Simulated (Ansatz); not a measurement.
A nudged elastic band was laid between two geometries of BH6NSi (9 atoms, charge 0, multiplicity 1).

The calculation used Ansatz 0.2.0, RKS PBE-D4/6-31G*.

```
movable images  : 7
climbing image  : yes
spring          : 5.0 eV/Å²
optimiser       : quadratic models (default)
start path      : IDPP
force threshold : 0.05 eV/Å
iteration limit : 60
end points      : relaxed
```

First end point:

```xyz
9
Properties=species:S:1:pos:R:3
B -0.794 0.811 -1.088
N 0.099 0.655 -0.005
Si 0.550 -0.867 0.780
H -1.324 -0.169 -1.552
H -1.007 1.918 -1.520
H 0.532 1.507 0.362
H 2.029 -1.105 0.674
H -0.197 -1.962 0.093
H 0.199 -0.835 2.240
```

Last end point:

```xyz
9
Properties=species:S:1:pos:R:3
B -0.791 0.811 -1.091
N 0.093 0.655 -0.001
Si 0.548 -0.867 0.781
H -1.002 1.918 -1.525
H -1.309 -0.172 -1.565
H 0.517 1.509 0.375
H 2.027 -1.102 0.672
H -0.201 -1.962 0.095
H 0.204 -0.836 2.243
```

(1) What changes between the two ends?

(2) What energy profile does the band end with?

(3) What is the geometry of the highest image?

(4) What are the harmonic wavenumbers there?

Results:

(1) No bond is made or broken. The dihedral H5–B1–N2–Si3 goes from 180 to 0°. The two ends are copies of one structure, up to a mirror image or an exchange of like atoms.

(2) The forces met the threshold. The highest image is number 4 of 0 to 8, 29.2 kcal/mol above the ends, which have the same energy within 2 meV. A vibrational analysis at the climbing image gives one clearly imaginary mode, 863i cm⁻¹: a first-order saddle point.

```tsv
image	path coordinate (Å)	energy (kcal/mol)	dihedral H5–B1–N2–Si3 (°)
0	0.00	0.0	180
1	0.65	1.9	-152
2	1.29	9.4	-118
3	1.94	20.7	-86
4	2.59	29.2	-58
5	3.47	8.5	-44
6	4.36	0.5	-2
7	5.24	0.3	2
8	6.12	0.0	0
```

(3) 
```xyz
9
Properties=species:S:1:pos:R:3
B -0.956 0.790 -0.943
N -0.485 0.419 0.395
Si 0.767 -0.806 0.590
H -2.128 0.661 -1.223
H -0.198 1.214 -1.796
H -0.261 1.244 0.967
H 2.092 -0.515 -0.074
H 0.250 -2.086 0.008
H 1.009 -0.966 2.060
```

(4) 863i, 109, 162, 332, 649, 667, 727, 885, 932, 934, 953, 988, 1103, 1173, 1275, 2129, 2192, 2204, 2481, 2565, 3419 cm⁻¹.

The run took 4.8 min on 1 thread of Intel(R) Xeon(R) Platinum 8375C CPU @ 2.90GHz (Ice Lake) (shared host), peak memory 0.23 GiB.
